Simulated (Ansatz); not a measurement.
Basis-set extrapolation for C₃H₅F₂, SMILES `C[C](F)CF` radical (PBE0-D4/def2-TZVP geometry, frozen core, the Gaussian-basis code of Ansatz). Multiplicity 2, UHF reference.

|  | def2-TZVPP | def2-QZVPP |
| --- | --- | --- |
| HF | -315.476071 | -315.490215 |
| MP2 correlation | -0.977056 | -1.057557 |
| CCSD(T) correlation | -1.045849 | not run |

Energies in hartree. Use E(X) = E(∞) + A·exp(−7.88·√X) for Hartree–Fock and E(X) = E(∞) + B·X^(−2.97) for correlation, with X = 3 and 4, and add CCSD(T) minus MP2 of the smaller set to the MP2 limit.

**Question.** What is the CCSD(T) energy at the basis-set limit?

**Answer.** HF limit: -315.490215 + (-0.014144) × 0.13774 = -315.49216. MP2 limit: -1.057557 + (-0.080501) × 0.74074 = -1.11719. Higher-order term: -1.045849 − (-0.977056) = -0.06879. Total: -316.67814 hartree, 410.2 kJ/mol below CCSD(T)/def2-TZVPP.
